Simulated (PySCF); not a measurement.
**Choosing a basis for TDDFT**

Compound: 2(5H)-furanone, C₄H₄O₂.
SMILES: `O=C1C=CCO1`

TDDFT with PBE0 (PySCF), vertical singlets, core orbitals frozen in the response, spherical d and f functions. Geometry: PBE0-D3(BJ)/def2-SVP; no solvent, vibrations or thermal averaging.

```csv
basis,functions,diffuse,S1 (eV),S2 (eV),S3 (eV),S4 (eV),S5 (eV),LUMO (eV),α (au)
6-31G*,92,no,4.86,6.34,6.97,7.65,8.02,-1.08,42.4
def2-SVP,104,no,4.81,6.27,6.97,7.56,7.94,-1.31,43.4
def2-SVPD,158,yes,4.89,6.26,6.88,7.59,7.74,-1.49,51.5
def2-TZVP,210,no,4.87,6.23,6.86,7.58,7.86,-1.40,49.5
```

**Question.** Compare the sets with the largest diffuse one.

**Answer.** States are compared by their number. Against the only diffuse basis here (def2-SVPD, itself not a converged limit), sets without diffuse functions differ by up to 0.08 eV in S1 and 0.28 eV in S5. State by state, the largest deviation of a set without diffuse functions is S1 0.08, S2 0.08, S3 0.09, S4 0.06, S5 0.28 eV. The same number needn't mean the same state in each row. Against def2-SVPD the polarisability deviates by -18% in 6-31G*, -16% in def2-SVP, -4% in def2-TZVP.
